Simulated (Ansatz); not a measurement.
## [BH2···H···CH2], triplet: transfer scan

Starting geometry:

```xyz
7

B    -1.3349    0.0000    0.0000
H    -1.9316    1.0336    0.0000
H    -1.9316   -1.0336    0.0000
H    -0.1414    0.0000    0.0000
C     1.2571    0.0000    0.0000
H     1.6716    0.0000    0.9962
H     1.6716    0.0000   -0.9962
```

From there H4 is moved from one fragment to the other while all else, the fragments' distance too, stays fixed; atoms are numbered as listed. Energies are in kJ/mol, counted from the starting geometry at the same level.

Basis cc-pVDZ; Ansatz 0.2.0. Only valence electrons are correlated (noble-gas cores frozen). Prefix R: restricted or restricted open-shell reference; prefix U: unrestricted.

Full CI isn't at hand for all of this; UCCSDT(Q) serves as the reference, and is uncertain by about the last step of the cluster series. The frozen core follows each run's orbitals, which can shift R against U totals by a few meV.

| distance B1-H4 (Å) | UCCSDT(Q) | error RHF | error UHF | error RCCSD | error BCCD(T) | error RCCSDT | error RCCSDT(Q) |
| --- | --- | --- | --- | --- | --- | --- | --- |
| 1.110 | 14.0 | -12.8 | -8.8 | -1.0 | -0.2 | -0.1 | 0.0 |
| 1.194 | 0.0 | 0.0 | 0.0 | 0.0 | 0.0 | 0.0 | 0.0 |
| 1.238 | -3.2 | 6.9 | 4.4 | 0.5 | 0.1 | 0.0 | 0.0 |
| 1.282 | -5.0 | 12.9 | 8.0 | 1.0 | 0.1 | 0.1 | 0.0 |
| 1.326 | -6.3 | 17.0 | 10.6 | 1.2 | 0.2 | 0.1 | 0.0 |
| 1.370 | -7.4 | 18.4 | 12.0 | 1.3 | 0.2 | 0.1 | 0.0 |
| 1.414 | -7.9 | 16.8 | 11.9 | 1.2 | 0.2 | 0.1 | 0.0 |
| 1.458 | -7.1 | 13.1 | 10.6 | 0.9 | 0.1 | 0.1 | 0.0 |
| 1.502 | -3.6 | 8.1 | 8.2 | 0.6 | 0.1 | 0.0 | 0.0 |

Errors are those of relative energies. In total energy the starting point itself misses UCCSDT(Q) by: RHF 680.8, UHF 655.8, RCCSD 15.6, BCCD(T) 2.9, RCCSDT 0.6, RCCSDT(Q) 0.1 kJ/mol.

Spread of the error over the points with a reference, to 1.502 Å (largest less smallest): RCCSDT(Q) 0.0, RCCSDT 0.2, BCCD(T) 0.3, RCCSD 2.3, UHF 20.8, RHF 31.2 kJ/mol.
